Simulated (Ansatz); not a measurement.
Ideal-gas functions of `C=C1CC1=O` at 800 K and 1 bar, from an Ansatz frequency run at PBE0-D4/def2-TZVP.

Molar mass 68.08 g/mol, point group Cs (symmetry number 1), electronic degeneracy 1, moments of inertia 42.789, 117.441, 156.859 u Å². Harmonic wavenumbers (cm⁻¹, unscaled): 198, 256, 339, 527, 571, 762, 861, 933, 979, 986, 1030, 1035, 1161, 1392, 1449, 1764, 1961, 3089, 3147, 3169, 3238.

Use S(trans) = R[1.5 ln M + 2.5 ln T − 1.1517]; rotational temperatures θ = 24.2544 K / I; S(rot) = R[ln(√π/σ · √(T³/θAθBθC)) + 1.5]; for each mode x = 1.438777 ν̃/T, S = R[x/(eˣ − 1) − ln(1 − e⁻ˣ)] and H = RT x/(eˣ − 1); 1 cm⁻¹ = 0.0119627 kJ/mol; R = 8.31446 J/(mol·K).

Task: By hand: the entropy, in J/(mol·K).

Result: Translation 182.0. Rotation: θ = 0.5668, 0.2065, 0.1546 K, giving 117.3. Vibration, mode by mode: 16.94, 14.84, 12.56, 9.06, 8.45, 6.32, 5.46, 4.92, 4.61, 4.56, 4.28, 4.25, 3.56, 2.56, 2.36, 1.51, 1.14, 0.21, 0.19, 0.19, 0.17, in all 108.1. Electronic 0.0. Sum 407.4 J/(mol·K).

Task: By hand: H − E and G − E in kJ/mol, counted from the electronic energy.

Result: Zero-point energy ½ × 28847 × 0.0119627 = 172.5; thermal vibration 48.2; translation, rotation and pV give 4 RT = 26.6. H − E = 247.3 kJ/mol, and G − E = 247.3 − 800 × 407.4/1000 = -78.6 kJ/mol.

Vibration gives 27 % of the entropy.
